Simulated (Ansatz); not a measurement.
We consider graphite, described by LDA (Ansatz, a quantum-chemistry and plane-wave program, plane waves, PAW).

Numerical settings: plane-wave cutoff 500 eV, 18×18×6 k mesh (along the axes of the cell as run), Fermi–Dirac smearing 0.05 eV, scalar-relativistic PAW data made under PBE.

Computed at the level's own relaxed cell.

What does this level give for the equilibrium volume per atom, lattice parameter a and lattice parameter c?


- equilibrium volume per atom: 8.61 Å³/atom
- lattice parameter a: 2.445 Å
- lattice parameter c: 6.650 Å

Measured, for comparison: lattice constant a 2.461 Å (300 K, no zero-point or thermal correction, our sources range from 2.456 to 2.461; as tabulated in Wikipedia's data pages); lattice parameter c 6.67 Å (low temperature, zero-point motion not removed; as tabulated in Berland et al. (2010), arXiv:1007.3305). Computed (rounded) less measured: lattice constant a -0.7 % (-0.4 % to -0.7 % over the range), lattice parameter c -0.3 %. A static lattice is as a rule a little smaller and stiffer than an uncorrected measurement, which narrows the difference in the lattice constant a and would widen misses of the other sign.

The computed numbers hold no vibrational or temperature effects.
